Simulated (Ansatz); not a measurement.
hcp Be, treated with PBE in Ansatz (PAW).

Settings: plane-wave cutoff 520 eV, 24×24×12 k mesh (along the axes of the cell as run), Fermi–Dirac smearing 0.1 eV, perturbation theory, scalar-relativistic PAW data made under PBE.

Computed at the level's own relaxed cell.

Harmonic phonon frequencies (cm⁻¹; i marks an imaginary mode):

```json
[
 {"q point": "Γ", "frequencies": "(withheld)"},
 {"q point": "M", "frequencies": "403 427 574 580 595 606"},
 {"q point": "K", "frequencies": "(withheld)"},
 {"q point": "A", "frequencies": "360 360 360 360 502 502"}
]
```

Question: Complete the blanks.

Answer: 
- Γ, frequencies: 0 0 0 465 465 692
- K, frequencies: 503 503 504 504 540 643

No imaginary mode appears at these points.

Ansatz is an electronic-structure program.
